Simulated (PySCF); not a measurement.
Predicted microwave data (PBE0-D3(BJ)/def2-SVP geometry optimisation, gas phase (PySCF 2.14.0)) for one isomer of C4H9ClO:

```
Rotational constants : A = 9650, B = 985.5, C = 934.6 MHz
Dipole components    : |μa| = 1.92 D, |μb| = 0.06 D, |μc| = 0.35 D
Inertial defect      : -24.44 u·Å²
κ                    : -0.99
```

**Question.** Which candidate fits, each taken in the one conformer that was computed?
A. `[CH3:1][O:2][C@H:3]([CH3:4])[CH2:5][Cl:6]` with C1–O2–C3–C4 -75°, O2–C3–C5–Cl6 -173°
B. `[CH3:1][O:2][CH2:3][CH2:4][CH2:5][Cl:6]` with C1–O2–C3–C4 174°, O2–C3–C4–C5 -60°, C3–C4–C5–Cl6 -65°
C. `[CH3:1][CH2:2][O:3][CH2:4][CH2:5][Cl:6]` with C1–C2–O3–C4 73°, C2–O3–C4–C5 170°, O3–C4–C5–Cl6 178°

**Answer.** C. It is CCOCCCl, a near-prolate asymmetric top, point group C1. The candidates at the same level (rigid rotor, commonest isotopes):

| SMILES | A (MHz) | B (MHz) | C (MHz) | μa (D) | μb (D) | μc (D) | Δ (u·Å²) | point group | rotor |
| --- | --- | --- | --- | --- | --- | --- | --- | --- | --- |
| CCOCCCl | 9650 | 985.5 | 934.6 | 1.92 | 0.06 | 0.35 | -24.44 | C1 | near-prolate asymmetric top |
| COCCCCl | 5152 | 1414 | 1252 | 1.36 | 0.98 | 0.26 | -51.79 | C1 | near-prolate asymmetric top |
| CO[C@H](C)CCl | 6771 | 1352 | 1213 | 1.79 | 0.30 | 0.37 | -31.88 | C1 | near-prolate asymmetric top |

`COCCCCl` has A 47 % too low; `CO[C@H](C)CCl` has B 37 % too high. No structure here is proved a minimum.
